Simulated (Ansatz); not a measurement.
This Ansatz (an electronic-structure program) input (PBE/def2-QZVPPD) gives -460.64311 Eh with 112 basis functions. A basis named .json is the Basis Set Exchange file of that set (core-valence sets with the plain set on hydrogen).

Ansatz 0.2 input:
```yaml
crystal:
  periodic: [false, false, false]
  atoms:
    - {symbol: Cl, position_ang: [-0.00000000, -0.00000000, -0.07122178]}
    - {symbol: H, position_ang: [0.00000000, 0.00000000, 1.21077034]}
basis:
  gaussian:
    orbitals: def2-QZVPPD.json
hamiltonian:
  xc: {name: PBE}
magnetization: {spin_polarized: false}
```

Change:
```diff
- orbitals: def2-QZVPPD.json
+ orbitals: aug-cc-pV_Q+d_Z.json
```

Problem. What does the run give now?

Solution. -460.63941 Eh (PBE/aug-cc-pV(Q+d)Z, 135 functions), a change of +3.70 mEh.
